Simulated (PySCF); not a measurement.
fluoroethene (C2H3F), SMILES C(=C)F. Atoms are numbered in the order given.

```xyz
6

C      0.1987    -1.1771     0.0000
C     -0.4335    -0.0213     0.0000
F      0.2233     1.1553     0.0000
H      1.2783    -1.2323     0.0000
H     -0.3725    -2.0935     0.0000
H     -1.5067     0.1184     0.0000
```

Geometry: B3LYP-D3(BJ)/def2-TZVP.

The numbers are results of PBE/def2-TZVPD (PySCF), not measurements.

Symmetry labels are those of the subgroup Cs that the program uses (full group Cs).

**Question.** List the valence orbital energies around the gap with their symmetry. (Estimate from the structure and the level; the computed values follow.)

**Answer.** 
```
orbital  symmetry  energy (eV)
-------  --------  -----------
HOMO−7         A'       -19.17
HOMO−6         A'       -15.05
HOMO−5         A'       -13.06
HOMO−4         A'       -11.85
HOMO−3         A"       -11.09
HOMO−2         A'       -10.00
HOMO−1         A'        -8.87
HOMO           A"        -6.56
LUMO           A"        -0.92
LUMO+1         A'         0.04
LUMO+2         A'         0.57
LUMO+3         A'         1.06
```
